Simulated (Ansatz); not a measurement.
# S2: the cost of one run

All numbers are computed with Ansatz 0.2.0, driven from Python. The levels of theory stand in the script.

## 1. Starting point

Bond lengths: S1–S2 2.070 Å.

No structure file is read: the coordinates are typed or built in the script.

## 2. The script

Contents of s2.py:

```python
# -*- coding: utf-8 -*-
"""S2(+) with and without the spin-free two-component Hamiltonian."""

import ansatz as az
from ase import Atoms
import numpy as np

atoms = Atoms(["S", "S"], positions=[
    (0.0, 0.0, 0.0),
    (0.0, 0.0, 2.07),
])
geometry = az.Crystal.molecule_from_ase(atoms)

setup = (
    geometry.calculation()
    .functional("hf")
    .charge(1)
    .spin("collinear", total=1)
    .forces()
)
# a set contracted for a scalar-relativistic Hamiltonian goes with the relativistic run
sets = {"none": "cc-pVTZ", "scalar": "cc-pVTZ-DK"}
found = {kind: setup.basis(gaussian=basis).pseudopotentials(relativity=kind).run(threads=1, pin="off").report for kind, basis in sets.items()}
for kind, each in found.items():
    dipole = 4.803205 * np.linalg.norm(each["charge_distribution"]["dipole_moment_e_ang"])
    print(f"{kind:7s} E = {each['free_energy_ev']:.4f} eV  dipole {dipole:.3f} D  largest force component {np.abs(each['forces_ev_ang']).max():.4f} eV/A")
print(f"relativity lowers the total energy by {found['none']['free_energy_ev'] - found['scalar']['free_energy_ev']:.3f} eV")
```

## 3. What the engine is handed

The engine receives this input (first run):

```yaml
crystal:
  periodic: [false, false, false]
  atoms:
    - { symbol: S, position_ang: [0.0, 0.0, 0.0] }
    - { symbol: S, position_ang: [0.0, 0.0, 2.07] }
basis:
  gaussian:
    orbitals: cc-pVTZ
hamiltonian:
  xc: hf
  pseudopotentials:
    relativity: none
magnetization:
  spin_polarized: true
  initial_magnetization: 1.0
total_charge: 1.0
output:
  forces: true
```

## 4. The run

On the command line:

```sh
$ python s2.py
```

What time and memory should one allow on 1 thread of Arm Neoverse V2, shared host?

About 5.3 s, with a peak of 0.18 GiB.
